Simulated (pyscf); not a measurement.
Single points on ωB97X-D3(BJ)/def2-SVP structures (PySCF, gas phase). Correlated levels are frozen-core, on RHF or UHF. ΔMP2 is the change of the MP2 total energy from the triple- to the quadruple-zeta basis.

Task: What is the homolytic dissociation enthalpy (298 K, CCSD(T)/def2-TZVPP + ΔMP2(QZVPP)) of the In–O bond of HO–In(OH)–Cl (SMILES [OH][In]([OH])[Cl]), to OH• + [HO–In–Cl]•?

Result: In–O to OH• + [HO–In–Cl]•: 3.67 eV. The radicals are drawn with the spin at the cut bond; how far it spreads was not checked. Other isomers of [HO–In–Cl]• were not searched in full and may lie lower. The CCSD(T) − MP2 part came from Ansatz, without density fitting, on the same reference. The frozen core leaves the outer d or s,p core shells of the metals and heavy elements correlated in the MP2 and CC values, and def2-TZVPP describes them poorly, which can shift differences by a few kcal/mol. Left out: the spin-orbit lowering of OH. Elements past Kr carry the def2 core potentials, without spin-orbit coupling.
